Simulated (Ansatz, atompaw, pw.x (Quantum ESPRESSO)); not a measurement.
# Equation-of-state test of one PAW (atompaw) potential (germanium)

- Element: Ge (Z = 32)
- Generator: atompaw 4.2.0.5
- Type: PAW
- Functional: PBE
- Relativity: scalar-relativistic
- Frozen core: [Ar] 3d10
- Valence charge: 4
- Reference configuration: 4s2 4p2
- Partial waves: 4s (bound): rc 2.15 bohr; 4s channel at 0.55 Ry: rc 1.65 bohr; 4p (bound): rc 2.15 bohr; 4p channel at 0.15 Ry: rc 2.15 bohr; 4d channel at 0.2 Ry: rc 2.15 bohr; 4d channel at 2.5 Ry: rc 2.15 bohr
- Local potential: ultrasoft scheme with l = 3 at 0.5 Ry, radius 1.60 bohr
- Core correction: smooth core density matched at 1.25 bohr
- Augmentation charge: sinc compensation charge, radius 1.55 bohr; PAW radius 2.15 bohr; waves and projectors: custom rrkj gramschmidtortho

Atomic tests: cutoffs needed: 8 Ry and 12 Ry (the cutoffs (Ry, on a coarse ladder) from which the occupation-weighted sum of valence levels, in a spherical-Bessel basis at the reference potential, stays within 10 and 1 mRy of its value at 400 Ry); ghost test: no extra level below or beside the all-electron valence levels (s, p, d, f tested) (spherical-Bessel basis up to 400 Ry, 20 bohr box); lowest eigenvalue of the overlap operator: 0.40 (s channel).

Crystal test: diamond Ge in pw.x 7.5, no spin, 8³ k-points, Fermi–Dirac smearing 0.01 Ry, cutoffs 40/400 Ry. The reference is all-electron LAPW (Ansatz 0.2.0) with the same functional, mesh and smearing; V0 and B0 come from Birch–Murnaghan fits to the pressures at five volumes. Errors are pseudo minus all-electron; Δ is the rms difference of the E(V) curves that follow from these fits, minima aligned, over ±6 % about the mean V0. Mesh and smearing are coarse, so the numbers serve the comparison and aren't converged zero-temperature values; the lattice is a test structure that the element need not adopt.

All-electron: a0 = 5.765 Å (V0 = 23.95 Å³/atom), B0 = 57.6 GPa.

Question: How far does the potential miss the all-electron equation of state?

Answer: mean pressure error (GPa): +0.05; a0 (Å): 5.767; a0 error (%): +0.03; B0 error (%): +1.4; Δ (meV/atom): 0.3. The logarithmic derivative shows an extra or strongly shifted pseudo pole above the reference energy (d near 1.29 Ry).

| V (Å³/atom) | P all-electron (GPa) | P pseudo (GPa) |
| --- | --- | --- |
| 22.753 | 3.34 | 3.44 |
| 23.352 | 1.55 | 1.63 |
| 23.951 | 0.00 | 0.05 |
| 24.550 | -1.34 | -1.32 |
| 25.149 | -2.50 | -2.50 |

Question: At the middle volume, how do free energy and pressure move when the wave cutoff is lowered (ecutrho held at 400 Ry)?

Answer:

| cutoff (Ry) | shift of F (meV/atom) | shift of P (GPa) |
| --- | --- | --- |
| 18 | +11.1 | +0.07 |
| 24 | +4.5 | -0.02 |
| 32 | +0.6 | -0.02 |

The run at the middle volume (29 k-points, 9 iterations) took about 32 s on one core of a shared host (AMD EPYC 7R43 64-Core Processor, 256 threads, 1004 GiB, load 159).
